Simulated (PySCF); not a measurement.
# P2−: bond curves at several levels of theory

The task here is to estimate one member of a computed series from the others.

Program: PySCF 2.14.0. Level of theory: P aug-cc-pVDZ-DK, spin-free X2C with a Gaussian nucleus. These are calculated values, not measurements.

2 further runs of the same task are left out: 2 set aside as unsound or not needed.

Set-up of the first run:

The job is set up so:

| Quantity | Value |
| --- | --- |
| atoms | P, P |
| charge | -1 |
| basis | P aug-cc-pVDZ-DK |
| Hamiltonian | spin-free X2C with a Gaussian nucleus |
| basis functions | 54 |
| electrons treated | 31 |
| masses in u | 30.9738, 30.9738 |
| levels | PBE0, PBE, r²SCAN, LDA, BLYP, TPSSh, MP2, SCS-MP2, CCSD, CCSD(T) |
| grid | 80 radial by 434 angular points |
| occupations | held fixed by the projection of orbital angular momentum |
| dissociation limit | P + P−, each in its ground configuration |
| starting distance in angstrom | 2.230 |
| values of 2S to try | 1, 3, 5 |

Started as:

```
> OMP_NUM_THREADS=1 python dia.py task.json out
```

Steps of the session up to this table: Set-up; The PBE0 curve of the state that the search chose; Higher solutions at PBE0; PBE; r²SCAN; LDA; BLYP; TPSSh (hybrid meta-GGA); Adding correlation.

One of the session's tables, all rows but one given; the rest of the session is left out.

Energy (eV) from each level's lowest point:

```
R (Å)  UHF-MP2  UHF-SCS-MP2  UHF-CCSD  UHF-CCSD(T)    LDA
1.712    1.872        1.857       n/a          n/a  1.611
1.792    0.903        0.889     0.852        0.928  0.735
1.871    0.340        0.329     0.301        0.353  0.245
1.931        ?            ?         ?            ?      ?
1.991    0.009        0.004     0.000        0.011  0.000
2.051    0.000        0.000     0.012        0.000  0.029
2.130    0.094        0.101     0.141        0.096  0.171
2.230    0.322        0.340     0.425        0.336  0.464
2.349    0.680        0.713     0.871        0.722  0.913
2.509    1.192        1.250       n/a          n/a  1.583
```

**Question.** Estimate the row for R (Å) = 1.931.

Worked estimate for «UHF-MP2». A straight line through the neighbours (1.871, 0.340) and (1.991, 0.009) gives 0.340 + (0.009 − 0.340) × (1.931 − 1.871) / (1.991 − 1.871) = 0.175; a parabola fitted to 4 rows on both sides gives 0.105.

The run gave: UHF-MP2: 0.112; UHF-SCS-MP2: 0.104; UHF-CCSD: 0.086; UHF-CCSD(T): 0.118; LDA: 0.063. In «UHF-MP2» the line misses by +0.063 and the parabola by -0.007.

Caveats from the session: Lowest PBE0 solution found, without spin–orbit coupling: ²Πg (doublet), unpaired electrons π ↑. At some levels the lowest empty orbital lies below the highest filled one (the two can be of opposite spin). Warnings in the runs' records: inverted.
